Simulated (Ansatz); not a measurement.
# Al₂H+ (singlet): from Hartree-Fock to the top rungs, cc-pVTZ

An exercise on one series of results from a longer session: the logs are not shown, and one member is left open.

The runs use Ansatz 0.2.0, Gaussian basis; cc-pVTZ, core rule «outside noble gas», up to 10 orbitals frozen.

The runs, in order: UHF; CCSD(T) on RHF; CCSD(T) on UHF; BCCD(T) on RHF; CCSDT(Q) on RHF; CCSDT(Q) on UHF; CASSCF and MRCISD+Q, 6 electrons in 9 orbitals; CASSCF and NEVPT2, 6 electrons in 9 orbitals.

23 further runs of the same task are left out: 8 that didn't finish, 15 set aside as unsound or not needed.

### The system

The geometry is a PBE0/def2-TZVP stationary point (not a proven minimum) of the parent state, kept for this charge and spin.

3 atoms, charge 1, spin multiplicity 1.

Atoms are counted from 1 here; the program's logs count them from 0.

Bond lengths: Al1–Al2 2.677 Å, Al1–H3 1.619 Å. Angles: Al2–Al1–H3 180.0°.

Set-up of the first run:

Contents of in.yaml:

```yaml
crystal:
  periodic: [false, false, false]
  atoms:
    - {symbol: Al, position_ang: [0.000000, 0.000000, 0.352569]}
    - {symbol: Al, position_ang: [0.000000, 0.000000, -2.324369]}
    - {symbol: H, position_ang: [0.000000, 0.000000, 1.971799]}
basis:
  gaussian: {orbitals: cc-pVTZ}
total_charge: 1
magnetization: {spin_polarized: true, initial_magnetization: 0}
hamiltonian: {xc: hf}
output: {orbitals: {seedname: orbitals}}
```

Started as:

```bash
> ansatz run in.yaml --threads 1 --pin off --events-out ev --progress --plain --max-ram 2393MiB
```

Among the steps run: UHF; CCSD(T) on RHF; CCSD(T) on UHF; BCCD(T) on RHF; CCSDT(Q) on RHF; CCSDT(Q) on UHF; CASSCF and MRCISD+Q, 6 electrons in 9 orbitals; CASSCF and NEVPT2, 6 electrons in 9 orbitals.

One of the session's tables, all rows but one given; the rest of the session is left out.

| method | from RCCSDT(Q) (meV) |
| --- | --- |
| RHF | +3625.8 |
| UHF | +3569.0 |
| RMP2 | +949.6 |
| RCCSD | +120.2 |
| RCCSD(T) | +27.3 |
| BCCD(T) | +27.1 |
| RCCSDT | +5.2 |
| RCCSDT(Q) | 0 |
| CASSCF valence | +1422.4 |
| NEVPT2 valence | +466.8 |
| MRCISD valence | ? |
| MRCISD+Q valence | +20.2 |

Estimate the missing values for MRCISD valence.

The run gave: from RCCSDT(Q) (meV): +70.0. In the column «from RCCSDT(Q) (meV)» it lies between RCCSD(T) (+27.3) and RCCSD (+120.2).

Not comparable, so not listed: CCSD(T) on UHF; CCSDT(Q) on UHF (they don't share determinant, frozen orbitals or solution with the rows shown, or repeat one).

Limits of these values: Warnings: restricted reference is unstable; spin contamination.
